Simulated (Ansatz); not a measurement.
Basis-set extrapolation for C4H8O, SMILES `C/C=C/CO` (PBE0-D4/def2-TZVP geometry, frozen core, Ansatz). Multiplicity 1, RHF reference.

|  | def2-TZVPP | def2-QZVPP |
| --- | --- | --- |
| HF | -231.058589 | -231.069487 |
| MP2 correlation | -0.913399 | -0.975623 |
| CCSD(T) correlation | -0.993791 | not run |

Energies in hartree. Use E(X) = E(∞) + A·exp(−7.88·√X) for Hartree–Fock and E(X) = E(∞) + B·X^(−2.97) for correlation, with X = 3 and 4, and add CCSD(T) minus MP2 of the smaller set to the MP2 limit.

Problem. What is the CCSD(T) energy at the basis-set limit?

Solution. HF limit: -231.069487 + (-0.010898) × 0.13774 = -231.07099. MP2 limit: -0.975623 + (-0.062224) × 0.74074 = -1.02171. Higher-order term: -0.993791 − (-0.913399) = -0.08039. Total: -232.17309 hartree, 3.28 eV below CCSD(T)/def2-TZVPP.
